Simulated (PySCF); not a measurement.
Consider ethanethiol, `CCS` (C2H6S). Numbering: `[CH3:1][CH2:2][SH:3]`

These are calculated values, ωB97X-D3(BJ)/ma-def2-TZVP in PySCF (grid level 2) at geometries from PBE0-D3(BJ)/ma-def2-SVP. ωB97X-D3(BJ) is ωB97X-V with D3(BJ) in place of VV10. Zero-point and thermal terms (298.15 K, 1 bar) come from unscaled PBE0-D3(BJ)/ma-def2-SVP harmonic frequencies, with soft modes damped to free rotors in the entropy.

Question: Rank these of its positions by gas-phase deprotonation enthalpy, most acidic first.
A. S3 (thiol sulfur)
B. C2 (methylene carbon)

Answer: A (1502 kJ/mol), B (1667 kJ/mol).

Question: For S3 (thiol sulfur), what are ΔE (electronic) and ΔG(298 K) of the loss of the proton?

Answer: ΔE = 1524 and ΔG = 1472 kJ/mol, beside ΔH = 1502 kJ/mol. The product is `CC[S-]`.

Question: Of those listed, which site of deprotonation is favoured in cyclohexane (IEF-PCM), and by how much?

Answer: S3 (thiol sulfur), by 175 kJ/mol over C2 (methylene carbon); the gas phase favours the same one.

Note: C1 is not listed: the run failed or kept an imaginary mode, or the ion rearranged or equalled another.
